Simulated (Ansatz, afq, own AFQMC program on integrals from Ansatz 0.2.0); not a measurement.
## SiP, quartet in 6-31G, levels against full CI

```json
{"atom": "Si", "x (Å)": "0.0000", "y (Å)": "0.0000", "z (Å)": "0.0000"}
{"atom": "P", "x (Å)": "0.0000", "y (Å)": "0.0000", "z (Å)": "3.2340"}
```

Basis 6-31G. Only valence electrons are correlated. Ansatz 0.2.0 and our own AFQMC program on the same integrals; the CISD trial comes from CCSD amplitudes, and released means the phaseless constraint is let go. Uncertainties: one standard error, sampling alone.

Determinant: UHF, the one that the program's search chose, which needn't be the lowest solution. The geometry is a point of a scan.

Full CI on the same integrals is exact in this basis and with this determinant's frozen core.

Cautions: lower spins were not checked; strong correlation (T1 0.077, weight of the determinant 0.69, largest double 0.31); unrestricted determinant spin contaminated (⟨S²⟩ 4.47 against 3.75); the released energies are still falling, so no released level is given (meV from the phaseless value at times in 1/Eh: -2 ± 3 at 0.24, -4.0 ± 2.3 at 0.51, -7.0 ± 2.1 at 0.99, -9.4 ± 2.0 at 1.62, -11.0 ± 1.9 at 2.40).

* T1 diagnostic: 0.0769
* weight of the determinant in the CISD state: 0.693
* ⟨S²⟩ of the determinant: 4.473
* size of the correlated space: 9 electrons in 16 orbitals

Reference: full CI, correlation energy -1.835 eV. The cautions show a poor starting determinant, so the rows tell how each method copes with it here, and full CI is the sure value.

| level | E − E(reference) (meV) | share of correlation (%) |
| --- | --- | --- |
| HF | 1834.9 | 0.00 |
| MP2 | 936.5 | 48.96 |
| CCSD | 108.3 | 94.10 |
| CCSD(T) | 40.1 | 97.82 |
| CCSDT | 7.3 | 99.60 |
| CCSDT(Q) | 0.5 | 99.97 |
| CCSDTQ | 0.2 | 99.99 |
| ph-AFQMC/CISD | 29.1 ± 3.0 | 98.42 |

CCSDT and higher add their correlation energy to the determinant of the CCSD(T) run, since their own runs factorise the integrals more tightly (a shift of under 2 meV). A walk keeps the symmetry of its determinant, which the program's search chose and which needn't be the lowest solution, so a lower state of the same spin and another symmetry isn't excluded.
